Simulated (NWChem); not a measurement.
System: dimethylamine (C₂H₇N); SMILES CNC

```xyz
10

C      0.2175    -0.0019    -1.2072
N     -0.5606     0.0979     0.0000
C      0.2175    -0.0019     1.2072
H      0.8340    -0.9260    -1.2887
H      0.9122     0.8523    -1.2782
H     -0.4402     0.0427    -2.0887
H     -1.2984    -0.6010     0.0000
H      0.8340    -0.9260     1.2887
H     -0.4402     0.0427     2.0887
H      0.9122     0.8523     1.2782
```
Atoms are numbered in this order, from 1.

Program: NWChem. Pople sets run with spherical d functions. Coordinates come from a PBE0/def2-SVP optimisation. B3LYP is NWChem's, with the RPA form of VWN correlation.

### Question
Taking B3LYP/aug-cc-pVTZ as the yardstick, which of these has the fewest basis functions while keeping “dipole (D)” within 0.05 D of it: B3LYP/3-21G; B3LYP/def2-TZVP; B3LYP/def2-SVPD; B3LYP/def2-SVP; B3LYP/6-311++G**; B3LYP/6-31G*; B3LYP/6-31+G*; B3LYP/STO-3G?…

### Answer
B3LYP/6-31G* (a larger set in the list lies outside the tolerance).
| level | basis functions | dipole (D) |
|---|---|---|
| B3LYP/STO-3G | 22 | 1.09 |
| B3LYP/3-21G | 41 | 1.03 |
| B3LYP/6-31G* | 56 | 0.94 |
| B3LYP/6-31+G* | 68 | 1.03 |
| B3LYP/def2-SVP | 77 | 0.87 |
| B3LYP/6-311++G** | 115 | 0.98 |
| B3LYP/def2-SVPD | 116 | 0.92 |
| B3LYP/def2-TZVP | 135 | 0.90 |
| B3LYP/aug-cc-pVTZ | 299 | 0.91 |

The yardstick is one finite set, not the basis-set limit.
